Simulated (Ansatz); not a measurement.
# FNSi: the cost of one run

Computed with Ansatz 0.2.0, Gaussian basis. Level: def2-QZVPP, all electrons in the functionals, frozen cores in the correlation of double hybrids and RPA.

To be run: wB97M-V, B2PLYP, at charge 0, triplet; charge 0, singlet; charge 0, quintet; charge 1, doublet; charge 1, quartet.

2 further runs of the same task are left out: 2 set aside as unsound or not needed.

## (1) The geometry

The geometry is a PBE0/def2-TZVP stationary point (not a proven minimum).

3 atoms, charge 0, spin multiplicity 3.

Atoms are counted from 1 here; the program's logs count them from 0.

Bond lengths: F1–Si3 1.593 Å, N2–Si3 1.670 Å. Angles: F1–Si3–N2 114.3°.

No dispersion term is added; wB97M-V holds VV10 nonlocal correlation.

The geometry shown and the zero of energy belong to the point charge 0, triplet. The yardstick, UCCSD(T), and other wave-function levels (R restricted, U unrestricted, valence and pair active spaces) come from earlier runs.

## (2) wB97M-V, charge 0, triplet

in.yaml

```yaml
crystal:
  periodic: [false, false, false]
  atoms:
    - {symbol: F, position_ang: [0.000000, 0.363379, 1.250957]}
    - {symbol: N, position_ang: [0.000000, 0.458595, -1.488424]}
    - {symbol: Si, position_ang: [0.000000, -0.474516, -0.103907]}
basis:
  gaussian: {orbitals: "def2-QZVPP.json"}
magnetization: {spin_polarized: true, initial_magnetization: 2}
hamiltonian: {xc: {name: wB97M-V}}
output: {orbitals: {seedname: orbitals}}
```

Command:

```sh
> ansatz run in.yaml --threads 1 --pin off --events-out ev --progress --plain --max-ram 2393MiB
```

What time and memory should one allow on 1 thread of Arm Neoverse V2, shared host?

About 52 s, with a peak of 0.58 GiB.
